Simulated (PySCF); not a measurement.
Species: C6H4.
Bonds: C1–C2 (triple), C2–C3, C3–C4 (double), C4–C5, C5–C6 (double), C4–C6. Hydrogens: H7 on C1; H8 on C3; H9 on C5; H10 on C6.

Level of theory: PBE0-D3(BJ)/def2-SVP geometry optimisation, gas phase in PySCF 2.14.0.

Entries marked ? are missing.

```json
{"coordinate": "C1≡C2", "value": "1.216 Å"}
{"coordinate": "C2–C3", "value": "?"}
{"coordinate": "C3=C4", "value": "1.344 Å"}
{"coordinate": "C4–C5", "value": "?"}
{"coordinate": "C5=C6", "value": "?"}
{"coordinate": "C4–C6", "value": "1.429 Å"}
{"coordinate": "C1–H7", "value": "1.073 Å"}
{"coordinate": "C3–H8", "value": "1.094 Å"}
{"coordinate": "C5–H9", "value": "1.088 Å"}
{"coordinate": "C6–H10", "value": "1.088 Å"}
{"coordinate": "C1–C2–C3", "value": "179.3°"}
{"coordinate": "C2–C3–C4", "value": "?"}
{"coordinate": "C3–C4–C5", "value": "?"}
{"coordinate": "C3–C4–C6", "value": "?"}
{"coordinate": "C5–C4–C6", "value": "55.2°"}
{"coordinate": "C4–C5–C6", "value": "62.4°"}
{"coordinate": "C4–C6–C5", "value": "62.4°"}
```

Question: Fill in the missing values.

Answer: 
- C2–C3 = 1.419 Å, drawn single (alkyne carbon to alkene CH carbon); equal to the sum of covalent radii, 1.42 Å.
- C4–C5 = 1.430 Å, drawn single (fully substituted alkene carbon to alkene CH carbon); 0.03 Å below the sum of covalent radii, 1.46 Å.
- C5=C6 = 1.325 Å, drawn double (both ends alkene CH carbon); 0.14 Å below the sum of covalent radii, 1.46 Å.
- C2–C3–C4 = 122.6°, at the alkene CH carbon; the outer atoms are 2.424 Å apart.
- C3–C4–C5 = 151.8°, at the fully substituted alkene carbon; the outer atoms are 2.691 Å apart.
- C3–C4–C6 = 153.0°, at the fully substituted alkene carbon; the outer atoms are 2.697 Å apart.

Radii are Cordero's, carbon taken as 0.76, 0.73 or 0.69 Å for four, three, and two or fewer neighbours.

Not checked by PBE0-D3(BJ)/def2-SVP frequencies.

The run took 28 s on one thread, Intel Xeon Platinum 8259CL at 2.50 GHz (x86_64), no GPU (shared host), and the process peaked at 0.42 GiB of memory. This is the geometry optimisation.
